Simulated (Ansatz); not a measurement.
Geometry optimisation, RKS PBE0-D4/def2-SVP in Ansatz.

input.yaml

```yaml
crystal:
  periodic: [false, false, false]
  atoms:
    - { symbol: Al, position_ang: [-0.058343, 0.437984, -0.031628] }
    - { symbol: H, position_ang: [0.121527, 0.534313, 1.516316] }
    - { symbol: Cl, position_ang: [1.69184, 0.503349, -1.200364] }
    - { symbol: H, position_ang: [-1.425279, 0.291599, -0.804828] }
    - { symbol: Si, position_ang: [0.600398, -2.767154, 1.251409] }
    - { symbol: H, position_ang: [-0.334277, -3.49194, 0.342906] }
    - { symbol: H, position_ang: [2.008029, -2.971845, 0.814048] }
    - { symbol: H, position_ang: [0.409623, -3.221052, 2.657511] }
    - { symbol: H, position_ang: [0.294082, -1.314955, 1.211428] }
basis:
  gaussian: { orbitals: def2-SVP }
hamiltonian:
  xc: pbe0
  dispersion: d4
relax:
  f_tol: 0.03
  max_steps: 50
output:
  orbitals: {}
```

Launched with:

```bash
$ ansatz run input.yaml --threads 2 --pin off --max-ram 3072MiB --backend cpu --events-out ev --progress --plain --runs-dir out
```

Task: Where does it end, and by what steps?

Result: It converged. After 14 steps the energy has fallen by 0.325 eV; Cl3 moved furthest, 0.84 Å.

```
step  energy less start (eV)  largest force component (eV/Å)  accepted
   0                  0.0000                           0.657       yes
   1                 -0.1240                           0.332       yes
   2                 -0.1870                           0.472       yes
   3                 -0.2392                           0.254       yes
   4                 -0.2409                           0.276       yes
   5                 -0.2551                           0.107       yes
   6                 -0.2619                           0.053       yes
   7                 -0.2763                           0.197       yes
   8                 -0.2830                           0.356       yes
   9                 -0.2986                           0.205       yes
  10                 -0.3169                           0.180       yes
  11                 -0.2932                           0.483        no
  12                 -0.3230                           0.061       yes
  13                 -0.3126                           0.348        no
  14                 -0.3251                           0.019       yes
```

```xyz
9
Properties=species:S:1:pos:R:3
Al -0.061 0.264 0.154
H 0.328 1.290 1.293
Cl 1.490 -0.310 -1.198
H -1.536 -0.092 -0.290
Si 0.642 -2.672 1.134
H 0.067 -3.115 -0.161
H 2.124 -2.618 1.132
H 0.116 -3.483 2.268
H 0.139 -1.265 1.425
```

The run took 26 s on 2 threads of Arm Neoverse V1, with other jobs on the host, peak memory 0.17 GiB.
